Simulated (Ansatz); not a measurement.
hcp Hf was calculated with RPBE (PAW; Ansatz, an electronic-structure program).

Numerical settings: plane-wave cutoff 520 eV, 18×18×12 k mesh (along the axes of the cell as run), Fermi–Dirac smearing 0.05 eV, scalar-relativistic PAW data made under PBE.

A third-order Birch–Murnaghan fit to the energies gives V0 = 23.142 Å³/atom, B0 = 102 GPa, B′ = 3.4.

```
V (Å³/atom)  P (GPa)
-----------  -------
22.216           [?]
22.679           [?]
23.142          0.00
23.605           [?]
24.068           [?]
```

Task: Estimate the withheld pressures from this fit; the answers are the runs' own values.

Result: 
- 22.216, P (GPa): 4.46
- 22.679, P (GPa): 2.13
- 23.605, P (GPa): -1.95
- 24.068, P (GPa): -3.73

The formula P = (3/2) B0 (x^(7/3) − x^(5/3)) [1 + (3/4)(B′ − 4)(x^(2/3) − 1)] with x = V0/V meets the computed pressures within 0.02 GPa when these rounded values are put in.

Shape and atoms are relaxed at each volume.

Measured, for comparison: bulk modulus 110 GPa (zero-point energy and finite temperature contributions removed; as tabulated in doi:10.1021/acs.jctc.3c00612). Computed (rounded) less measured: bulk modulus -7 %.

Note: the bulk modulus comes from volumes at which shape and atoms were relaxed.

Spin–orbit coupling is not included.

Static lattice: no zero-point or thermal effects.

It cost about 3 core-minutes (a rough figure) of CPU time.
